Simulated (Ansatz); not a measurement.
A calculation with Ansatz (development build ahead of 0.2.0).

```yaml
crystal:
  periodic: [false, false, false]
  atoms:
    - { symbol: C, position_ang: [-0.12393, 0.36593, -0.49404] }
    - { symbol: F, position_ang: [0.15189, -0.44456, 0.55637] }
    - { symbol: H, position_ang: [-0.91367, -0.07973, -1.09757] }
    - { symbol: H, position_ang: [-0.45139, 1.33733, -0.12562] }
    - { symbol: H, position_ang: [0.77216, 0.48978, -1.10086] }
basis:
  gaussian: { orbitals: def2-TZVP }
total_charge: 1
magnetization:
  spin_polarized: true
  initial_magnetization: 1
hamiltonian:
  xc: hf
output:
  forces: true
```

The input is written out in the form of the current development build from the run's settings.

The run gave:

- Converged: yes
- Total energy: -138.64529 hartree
- Spin squared of the determinant: 0.763
- Stability test: minimum

Forces (eV/Å):
| atom | Fx | Fy | Fz |
| --- | --- | --- | --- |
| C1 | 0.712 | 3.302 | -1.941 |
| F2 | 0.020 | -1.197 | 1.058 |
| H3 | -0.384 | -0.832 | 0.231 |
| H4 | -0.328 | -0.529 | 0.449 |
| H5 | -0.020 | -0.744 | 0.202 |

Caution: the determinant breaks the point group.
